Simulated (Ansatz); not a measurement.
Cubic perovskite CsSnBr3, treated with PBEsol (Ansatz, a quantum-chemistry and plane-wave program, plane waves, PAW).

Run with plane-wave cutoff 500 eV, 8×8×8 k mesh, Fermi–Dirac smearing 0.05 eV, scalar-relativistic PAW data made under PBE.

Computed at the level's own relaxed cell.

### Question
Estimate the equilibrium volume per atom, equilibrium lattice constant a and band gap that the calculation returns.

### Answer

equilibrium volume per atom: 38.26 Å³/atom
equilibrium lattice constant a: 5.762 Å
band gap: 0.21 eV (on the SCF k mesh)

Note: the relaxation could not lower the start's symmetry, so the cell can be a saddle point above a distorted one.

Spin–orbit coupling is not included.
